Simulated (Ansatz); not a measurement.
[Br···H···S], triplet along the distance Br1-H2

Starting geometry:

| atom | x (Å) | y (Å) | z (Å) |
| --- | --- | --- | --- |
| Br | 0.0000 | 0.0000 | -1.5262 |
| H | 0.0000 | 0.0000 | -0.1056 |
| S | 0.0000 | 0.0000 | 1.6318 |

From there H2 is moved from one fragment to the other while all else, the fragments' distance too, stays fixed; atoms are numbered as listed. Energies are in eV, counted from the starting geometry at the same level.

Basis cc-pVTZ; Ansatz 0.2.0. Only valence electrons are correlated (noble-gas cores and the filled d shells of p-block atoms frozen). Prefix R: restricted or restricted open-shell reference; prefix U: unrestricted. No spin–orbit coupling is included, and no scalar relativity.

Full CI isn't at hand for all of this; UCCSDT(Q) serves as the reference, and is uncertain by about the last step of the cluster series.

```
distance Br1-H2 (Å)    UHF
              1.421  0.000
              1.472  0.049
              1.574  0.177
              1.676  0.210
              1.778  0.138
```

Estimate the UCCSDT(Q) curve in cc-pVTZ from this one, knowing how UHF errs.

The computed UCCSDT(Q) values, in eV from the starting point, and the error of UHF against them:
```
distance Br1-H2 (Å)  UCCSDT(Q)  UHF less UCCSDT(Q)
              1.421      0.000               0.000
              1.472      0.000               0.049
              1.574      0.056               0.121
              1.676      0.097               0.113
              1.778      0.121               0.017
```

The error spans 0.121 eV and is largest, 0.121 eV, at 1.574 Å.
